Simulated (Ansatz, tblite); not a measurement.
**The cluster MgF2+: one state, many levels**

The task here is to estimate one member of a computed series from the others.

Computed with Ansatz 0.2.0, Gaussian basis. Level: as each input shows.

Levels to be run: GFN1-xTB, GFN2-xTB, PBE-D4/def2-TZVP, r2SCAN-D4/def2-TZVP, BHLYP-D4/def2-TZVP, LDA/def2-TZVP, B97M-V/def2-TZVP, r2SCANh-D4/def2-TZVP, r2SCAN0-D4/def2-TZVP, PBE+5HF/def2-TZVP, PBE+10HF/def2-TZVP, PBE+15HF/def2-TZVP, PBE+35HF/def2-TZVP, PBE+50HF/def2-TZVP, PBE-D4/def2-SVP, PBE0-D4/def2-SVP, HF/STO-3G, HF/6-31G, B3LYP-D4/6-31G, CCSD(T)/def2-TZVPP, MP2/def2-TZVP, RPA/def2-TZVP.

1 further run of the same task is left out (set aside as unsound or not needed). Runs told in other sessions of the task aren't counted.

## The relaxed structure

The doublet was relaxed beforehand with PBE-D4/def2-TZVP. At that level it is the lowest of the isomers that a small search found.

3 atoms, charge 1, spin multiplicity 2.

Bond lengths: Mg1–F2 1.832 Å, Mg1–F3 1.832 Å. Angles: F2–Mg1–F3 73.5°.

As a file:

```xyz
3

Mg    0.96975    0.13056   -0.00174
F    -0.63057    1.01811    0.08462
F    -0.33918   -1.14866   -0.08287
```

The ion is computed in the gas phase, without counter-ions or solvent.

PBE0-D4/def2-TZVP was run before; its log isn't repeated, and its numbers join the tables.

The first run:

Tight binding, by tblite at 300 K electronic temperature and without a spin-polarisation term:

```python
tblite.interface.Calculator('GFN1-xTB', numbers, positions, charge=1, uhf=1).singlepoint()
```

Tight binding, by tblite at 300 K electronic temperature and without a spin-polarisation term:

```python
tblite.interface.Calculator('GFN2-xTB', numbers, positions, charge=1, uhf=1).singlepoint()
```

start.molden holds the orbitals of an earlier run on this state, given as this run's starting guess.

Contents of in.yaml:

```yaml
crystal:
  periodic: [false, false, false]
  atoms:
    - {symbol: Mg, position_ang: [0.969753, 0.130555, -0.001744]}
    - {symbol: F, position_ang: [-0.630569, 1.018108, 0.084622]}
    - {symbol: F, position_ang: [-0.339184, -1.148663, -0.082867]}
basis:
  gaussian: {orbitals: def2-TZVP, initial_orbitals: start.molden}
total_charge: 1
magnetization: {spin_polarized: true, initial_magnetization: 1}
hamiltonian: {xc: pbe, dispersion: d4}
scf: {omitted_lower_state_checks: [starts]}
output: {orbitals: {seedname: orbitals}}
```

Run with:

```bash
$ ansatz run in.yaml --threads 4 --pin off --events-out ev --progress --plain --max-ram 3916MiB
```

Steps of the session up to this table: PBE-D4/def2-TZVP; r2SCAN-D4/def2-TZVP; BHLYP-D4/def2-TZVP; LDA/def2-TZVP; B97M-V/def2-TZVP; r2SCANh-D4/def2-TZVP; r2SCAN0-D4/def2-TZVP; PBE+5HF/def2-TZVP; PBE+10HF/def2-TZVP; PBE+15HF/def2-TZVP; PBE+35HF/def2-TZVP; PBE+50HF/def2-TZVP; PBE-D4/def2-SVP; PBE0-D4/def2-SVP; HF/STO-3G; HF/6-31G; B3LYP-D4/6-31G; CCSD(T)/def2-TZVPP; MP2/def2-TZVP; RPA/def2-TZVP.

One of the session's tables, all rows but one given; the rest of the session is left out.

It belongs to the step «Levels side by side». 

| level | HOMO (eV) | LUMO (eV) | gap (eV) |
| --- | --- | --- | --- |
| HF/STO-3G | -12.78 | -1.23 | 11.54 |
| HF/6-31G | -19.01 | -7.45 | 11.56 |
| LDA/def2-TZVP | ? | ? | ? |
| PBE-D4/def2-SVP | -14.97 | -13.85 | 1.12 |
| PBE-D4/def2-TZVP | -15.11 | -13.92 | 1.19 |
| r2SCAN-D4/def2-TZVP | -15.51 | -13.53 | 1.99 |
| B97M-V/def2-TZVP | -15.71 | -13.43 | 2.29 |
| r2SCANh-D4/def2-TZVP | -16.18 | -13.00 | 3.18 |
| B3LYP-D4/6-31G | -16.24 | -12.57 | 3.66 |
| PBE0-D4/def2-SVP | -16.64 | -12.46 | 4.18 |
| PBE0-D4/def2-TZVP | -16.70 | -12.48 | 4.22 |
| r2SCAN0-D4/def2-TZVP | -16.62 | -12.20 | 4.43 |
| BHLYP-D4/def2-TZVP | -17.33 | -11.03 | 6.31 |
| PBE+5HF/def2-TZVP | -15.52 | -13.64 | 1.89 |
| PBE+10HF/def2-TZVP | -15.94 | -13.35 | 2.60 |
| PBE+15HF/def2-TZVP | -16.37 | -13.06 | 3.31 |
| PBE+35HF/def2-TZVP | -16.97 | -11.91 | 5.07 |
| PBE+50HF/def2-TZVP | -17.39 | -11.03 | 6.35 |

Estimate the missing values for LDA/def2-TZVP.

The run gave: HOMO (eV): -15.29; LUMO (eV): -14.45; gap (eV): 0.84. In the column «HOMO (eV)» it lies between r2SCAN-D4/def2-TZVP (-15.51) and PBE-D4/def2-TZVP (-15.11).
